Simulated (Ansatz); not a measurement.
## Structure relaxation of CsGa

Level of theory: DFT PBE, scalar-relativistic, plane waves, PAW (Ansatz). Cutoff 420 eV, Γ-centred k mesh, Gaussian smearing, no spin polarisation in the final step.

The start puts CsGa on the caesium chloride structure type (Pm-3m, No. 221), with Ga in place of Cl, at a guessed volume.

```yaml
crystal:
  lattice:
    - [4.01502, 0.00000, 0.00000]
    - [0.00000, 4.01502, 0.00000]
    - [0.00000, 0.00000, 4.01502]
  atoms:
    - { symbol: Cs, position: [0.00000, 0.00000, 0.00000] }
    - { symbol: Ga, position: [0.50000, 0.50000, 0.50000] }
```

Cell and atoms relax at zero pressure; the relaxation can't lower the symmetry of the start. After a coarse first stage the cell is made exact in the group found at 0.06 Å.

Formation energies are uncorrected and refer to the elements' standard structures at the same level.

(1) What does it relax into?

(2) What are its volume, energy, density and gap?

Answers

(1) It keeps Pm-3m (No. 221). The result has the caesium chloride structure. Conventional cell: a = 4.436 Å. Around Cs lie 8 Ga at 3.84 Å and 6 Cs at 4.44 Å; around Ga lie 8 Cs at 3.84 Å and 6 Ga at 4.44 Å.

```xyz
2
Lattice="4.4365 0.0000 0.0000 0.0000 4.4365 0.0000 0.0000 0.0000 4.4365" Properties=species:S:1:pos:R:3 pbc="T T T"
Cs    0.0000    0.0000    0.0000
Ga    2.2182    2.2182    2.2182
```

(2) The volume per atom is 43.66 Å³ and the density is 3.85 g/cm³. The energy over the elements is 0.34 eV/atom. The gap on the 12×12×12 mesh is 0 eV (a metal).

The final run used a 12×12×12 mesh on its 2-atom cell and 0.10 eV smearing. The k mesh leaves about 4 meV/atom of noise in metals. A structure relaxed within its symmetry needn't be a true minimum.

Cost: 3 runs of about 0.32 core-minutes in all, on Intel Xeon Platinum 8488C (Sapphire Rapids) (shared hosts).